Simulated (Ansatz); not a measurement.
Two isomers of C4H6O: A = `CC#COC`, B = `C#COCC`.

Gas-phase electronic energies from Ansatz, PBE0-D4/def2-TZVP geometries. CCSD(T)/CBS is the MP2 limit (def2-TZVPP, def2-QZVPP) plus CCSD(T) − MP2 in def2-TZVPP, frozen cores. Functionals use def2-TZVPP. B3LYP here is the variant with VWN-RPA as its local correlation; programs differ in this. Each species was taken in one conformer, which may not be the lowest.

A:

```xyz
11

C     0.923    0.846    2.045
C     0.091    0.391    0.945
C    -0.612    0.020    0.045
O    -1.400   -0.373   -0.909
C    -0.726   -0.860   -2.071
H     1.317    0.009    2.627
H     0.350    1.483    2.725
H     1.772    1.432    1.684
H    -0.101   -0.075   -2.502
H    -1.504   -1.149   -2.775
H    -0.110   -1.725   -1.814
```

B:

```xyz
11

C    -2.5040   -0.3678    0.1272
C    -1.5579    0.3203   -0.1418
O    -0.5611    1.0807   -0.4460
C     0.6816    0.7595    0.2209
C     1.2543   -0.5461   -0.2623
H    -3.3522   -0.9652    0.3550
H     1.3317    1.6017   -0.0149
H     0.4942    0.7462    1.2984
H     0.5690   -1.3702   -0.0548
H     1.4484   -0.5124   -1.3357
H     2.1960   -0.7466    0.2540
```

(1) Which isomer does CCSD(T)/CBS put lower? Give the gap. (Best estimate.)

(2) Give E(B) − E(A) in kcal/mol with PBE0-D4, r2SCAN-D4, CCSD/def2-TZVPP, HF/def2-TZVPP, B3LYP, MP2/def2-TZVPP, B2PLYP. (An estimate is asked.)

Largest T1 diagnostic: 0.012.

Answers

(1) The calculation gave: B, by 0.3 kcal/mol. So small a gap doesn't settle the order.

(2) Ansatz gave: PBE0-D4 1.3, r2SCAN-D4 0.5, CCSD/def2-TZVPP 0.2, HF/def2-TZVPP 1.4, B3LYP 1.7, MP2/def2-TZVPP 0.1, B2PLYP 0.9. The order is the other way round with PBE0-D4, r2SCAN-D4, CCSD/def2-TZVPP, HF/def2-TZVPP, B3LYP, B2PLYP.

The D4 term adds −0.7 kcal/mol with B3LYP and −0.4 kcal/mol with PBE0; it sums over pairs of atoms, weighted by their polarisabilities, and B3LYP, whose exchange is more repulsive, gets the larger term. In def2-TZVPP, CCSD(T) changes the Hartree–Fock value by −1.6 kcal/mol (the triples alone add −0.3 kcal/mol) and MP2 by −1.3 kcal/mol.
